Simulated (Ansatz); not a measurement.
Input for Ansatz (development build ahead of 0.2.0):

```yaml
crystal:
  periodic: [false, false, false]
  atoms:
    - { symbol: C, position_ang: [0.0, 0.0, -1.2445] }
    - { symbol: Si, position_ang: [0.0, 0.0, 0.6357] }
    - { symbol: H, position_ang: [0.0, -1.0198, -1.6364] }
    - { symbol: H, position_ang: [-2.2079, 1.2747, -2.2242] }
    - { symbol: H, position_ang: [0.8831, 0.5099, -1.6364] }
    - { symbol: H, position_ang: [0.0, 1.3912, 1.1587] }
    - { symbol: H, position_ang: [-1.2048, -0.6956, 1.1587] }
    - { symbol: H, position_ang: [1.2048, -0.6956, 1.1587] }
basis:
  gaussian: { orbitals: pcseg-2 }
magnetization:
  spin_polarized: true
hamiltonian:
  xc: hf
```

The input is written out in the form of the current development build from the run's settings.

The run gave:

| Property | Result |
| --- | --- |
| Converged | yes |
| Total energy | -330.17636 hartree |
| Spin squared of the determinant | 0.965 |
| Stability test | minimum |

Caution: the unrestricted determinant is a mixture of spin states.
